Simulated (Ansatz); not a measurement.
Frontier orbitals of C₄H₈Cl₂ (`CCC(Cl)CCl`).

Cartesian coordinates in Å:
```
C 0.0127 0.0383 1.9778
C -0.2545 -0.4935 0.5824
C 0.2128 0.4294 -0.5295
Cl -0.6745 1.9847 -0.4666
C 0.0225 -0.2136 -1.8828
Cl 0.7727 0.7071 -3.2017
H -0.3116 -0.6812 2.7319
H -0.5203 0.9742 2.1507
H 1.0791 0.2247 2.1298
H -1.3223 -0.6946 0.4492
H 0.2663 -1.4489 0.4479
H 1.2638 0.6914 -0.3916
H 0.4900 -1.1993 -1.8811
H -1.0366 -0.3187 -2.1164
```

The species carries charge 0 and has multiplicity 1. Geometry: relaxed with PBE0-D4/def2-TZVP. It is a higher conformer; a search finds a lower one. Basis def2-TZVPP, Ansatz.

**Question.** Compute the vertical ionisation energy as the energy of the cation minus that of the neutral molecule, at each level. (An estimate is asked.)

**Answer.** The calculation gave: 
| level | IE (eV) | difference from CCSD(T)/CBS(def2) |
| --- | --- | --- |
| PBE-D4/def2-TZVPP | 9.90 | -1.20 |
| r2SCAN-D4/def2-TZVPP | 10.12 | -0.97 |
| PBE0-D4/def2-TZVPP | 10.43 | -0.66 |
| B3LYP-D4/def2-TZVPP | 10.38 | -0.71 |
| ωB97X-V/def2-TZVPP | 10.88 | -0.22 |
| ωB97M-V/def2-TZVPP | 10.80 | -0.30 |
| B2PLYP/def2-TZVPP | 10.64 | -0.46 |
| HF/def2-TZVPP | 9.96 | -1.13 |
| MP2/def2-TZVPP | 11.14 | 0.05 |
| CCSD/def2-TZVPP | 10.89 | -0.21 |
| CCSD(T)/def2-TZVPP | 10.89 | -0.20 |
| HF/def2-QZVPP | 9.95 | -1.14 |
| MP2/def2-QZVPP | 11.26 | 0.16 |
| HF/CBS(def2) | 9.95 | -1.15 |
| MP2/CBS(def2) | 11.34 | 0.25 |
| CCSD/CBS(def2) | 11.09 | -0.01 |
| CCSD(T)/CBS(def2) | 11.10 | 0.00 |

B3LYP here is the variant with VWN-RPA as its local correlation; programs differ in this.
